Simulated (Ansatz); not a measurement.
Input file:

```yaml
crystal:
  periodic: [false, false, false]
  atoms:
    - {symbol: Be, position_ang: [0.000000, 0.000000, 0.000000]}
    - {symbol: H, position_ang: [1.425412, 0.014294, 0.000000]}
    - {symbol: H, position_ang: [-0.725085, 1.227292, -0.003200]}
    - {symbol: H, position_ang: [-0.700327, -1.241586, 0.003200]}
basis:
  gaussian: {orbitals: aug-cc-pVDZ}
total_charge: -1
magnetization: {spin_polarized: true, initial_magnetization: 0}
hamiltonian: {xc: hf}
output: {orbitals: {seedname: orbitals}}
```

```sh
$ ansatz run in.yaml --threads 1 --pin off --events-out ev --progress --plain --max-ram 2393MiB
```

(1) Roughly how long does this take on 1 thread of Arm Neoverse V1, shared host, and how much host memory?

```
400 factors; their error is unknown
mean field evaluation 1: about -444.1283 eV, gradient 7.0e0 eV
mean field evaluation 2: about -444.6883 eV, gradient 1.7e0 eV
mean field evaluation 4: about -444.7292 eV, gradient 2.0e-1 eV
mean field evaluation 8: about -444.7216 eV, gradient 3.2e-5 eV
mean field -444.72158876 eV, -16.3432169438 hartree, gradient 8.8e-5 eV, S^2 0.000000; 0 other end points of the search recorded, 0 dependent functions left out
reference -444.72158876 eV, -16.3432169438 hartree; 4, 4 occupied and 46, 46 virtual orbitals, 400 factors
Total energy: -444.72158876 eV, -16.3432169438 hartree
```

Results:

(1) 0.12 s wall and 0.17 GiB.
